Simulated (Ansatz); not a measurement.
Input for Ansatz (development build ahead of 0.2.0):

```yaml
crystal:
  periodic: [false, false, false]
  atoms:
    - { symbol: Na, position_ang: [0.0, 0.0, 0.0] }
    - { symbol: Si, position_ang: [0.0, 3.1843, 2.4434] }
    - { symbol: Si, position_ang: [0.0, -3.1843, 2.4434] }
basis:
  gaussian: { orbitals: pcseg-2 }
magnetization:
  initial_magnetization: 1
hamiltonian:
  xc: pbe0
```

The input is written out in the form of the current development build from the run's settings.

Results

```json
{
 "Converged": "yes",
 "Total energy": "-740.67032 hartree",
 "Spin squared of the determinant": "0.750",
 "Stability test": "minimum among restricted orbitals"
}
```

Caution: an unrestricted determinant lies well below.
